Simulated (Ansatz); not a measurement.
We consider bcc Ba, described by HSE06 (plane waves, PAW; Ansatz, an electronic-structure program).

Input file:

Ansatz 0.2 input:
```yaml
crystal:
  lattice:
    - [-2.5615523308, 2.5615523308, 2.5615523308]
    - [2.5615523308, -2.5615523308, 2.5615523308]
    - [2.5615523308, 2.5615523308, -2.5615523308]
  atoms:
    - { symbol: Ba, position: [0.0, 0.0, 0.0] }
basis:
  ecutwfc: 460
  ecutrho_ratio: 4
  xc_grid: 2
kpoints:
  mp_grid: { grid: [10, 10, 10] }
hamiltonian:
  xc: hse06
  dispersion: none
  pseudopotentials: { kind: paw }
scf:
  occupations: { method: fermi_dirac, width: 0.05 }
  convergence: { dr2_threshold: 0.0000000001 }
output:
  forces: false
  stress: true
  eigenvalues: true
```

Output (set-up and result lines):

```
WARN output.stress: scf.exx.energy_threshold = 1e-6 eV is looser than the 1e-8 eV advised for a stress under a hybrid functional (1e-8 eV for each atom of the …
Crystal: 1 atoms, lattice volume = 67.231 Å³
Basis set: ecut = 460 eV, 1505 PW (Γ), exchange–correlation on 64×64×64 points (8 copies of the dense FFT grid, shifted against one another)
Bands: 9, of which v1, the nominal top of the filled ones, is band 5 counted from 1 (4 counted from 0)
Symmetry: 48 space group operations
Space group: Im-3m (ITA 229), of the structure as read, at distance tolerance 4.1e-5 Å
k-points: 47 of 1000
SCF iter   1: F=—  HF=-5949.538423 eV  |F-HF|=—  |Δ(HF+E_count)|=         —  Δρ=8.85e-4  dr2=8.59e-4
SCF iter   2: F=—  HF=-5949.539023 eV  |F-HF|=—  |Δ(HF+E_count)|=   6.00e-4  Δρ=5.52e-4  dr2=4.34e-4
  ...
SCF 1 converged in 11 iterations: F = -5949.538982 eV  dr2 = 1.91e-11
Crystal: 1 atoms, lattice volume = 67.231 Å³
Initial density: handed on by an earlier stage of this run
Crystal: 1 atoms, lattice volume = 67.231 Å³
SCF iter   4: F=—  HF=-5954.325371 eV  |F-HF|=—  |Δ(HF+E_count)|=   1.23e-9  Δρ=4.59e-7  dr2=3.48e-10
SCF iter   5: F=-5954.325371 eV  HF=-5954.325371 eV  |F-HF|=2.73e-12  |Δ(HF+E_count)|=   2.92e-9  Δρ=1.45e-7  dr2=2.41e-11
SCF 3 converged in 5 iterations: F = -5954.325371 eV  dr2 = 2.41e-11
Free energy (F): -5954.325371 eV
Internal energy: -5954.315656 eV  (E = F + TS)
E sigma→0 (E₀):  -5954.320513 eV
Fermi energy:    5.463112 eV
--- Stress (GPa, compression-positive) ---
        0.000287       0.000000      -0.000000
       -0.000000       0.000287       0.000000
       -0.000000       0.000000       0.000287
  P = ⅓ Tr σ = 0.0003 GPa (0.003 kbar)
```

The PAW data were made under PBE.

Note: the run warned that the count of filled bands differs between k points.

It cost about 3 core-minutes (a rough figure) of CPU time.
